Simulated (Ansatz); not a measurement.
**SiNH₅: single points off equilibrium**

The task here is to estimate one member of a computed series from the others.

Method: single points in def2-TZVPP; program: Ansatz 0.2.0, Gaussian basis.

Correlated methods freeze the cores.

**The starting structure**

7 atoms, charge 0, spin multiplicity 1.

Atoms are counted from 1 here; the program's logs count them from 0.

Bond lengths: Si1–H4 1.550 Å, Si1–H5 1.546 Å, N2–H6 1.064 Å, N2–H7 1.063 Å. Angles: H4–Si1–H5 103.6°, H6–N2–H7 110.9°.

As a file:

```xyz
7

Si   -0.8240   -0.0890    0.9470
N     0.5140   -0.1252   -0.8488
H    -0.5329   -1.0953   -0.7074
H    -1.3097    1.3826    0.9230
H     0.2296   -0.1061    2.0786
H     0.4304    0.5672   -1.6528
H     1.4931   -0.5365   -0.8022
```

The first run:

Input file run/in.yaml:

```yaml
crystal:
  periodic: [false, false, false]
  atoms:
    - {symbol: Si, position_ang: [-0.824000, -0.089000, 0.947000]}
    - {symbol: N, position_ang: [0.514000, -0.125200, -0.848800]}
    - {symbol: H, position_ang: [-0.532900, -1.095300, -0.707400]}
    - {symbol: H, position_ang: [-1.309700, 1.382600, 0.923000]}
    - {symbol: H, position_ang: [0.229600, -0.106100, 2.078600]}
    - {symbol: H, position_ang: [0.430400, 0.567200, -1.652800]}
    - {symbol: H, position_ang: [1.493100, -0.536500, -0.802200]}
basis:
  gaussian: {orbitals: def2-TZVPP}
correlation: {method: ccsd_t}
output: {forces: true}
```

No record of the launch command was kept for these runs.

Among the steps run: CCSD(T)/def2-TZVPP; PBE0-D4/def2-TZVPP; wB97M-V/def2-TZVPP; r2SCAN-D4/def2-TZVPP; PBE-D4/def2-TZVPP; LC-wPBE/def2-TZVPP; CAM-B3LYP-D4/def2-TZVPP.

One table of the session follows, with a row left open; its other results are not shown here.

| method | RMS force component (eV/Å) | angle to CCSD(T) forces (°) | dipole (D) |
| --- | --- | --- | --- |
| CCSD(T) | 1.073 | reference | 2.51 |
| PBE0-D4 | 1.070 | 4.1 | 2.39 |
| wB97M-V | 1.129 | 1.7 | 2.40 |
| r2SCAN-D4 | 1.002 | 7.3 | 2.40 |
| PBE-D4 | 0.890 | 7.5 | 2.36 |
| LC-wPBE | ? | ? | ? |
| CAM-B3LYP-D4 | 1.106 | 1.8 | 2.37 |

**Question.** Estimate the row for LC-wPBE.

The run gave: RMS force component (eV/Å): 1.202; angle to CCSD(T) forces (°): 2.3; dipole (D): 2.53. In the column «RMS force component (eV/Å)» it is the highest.
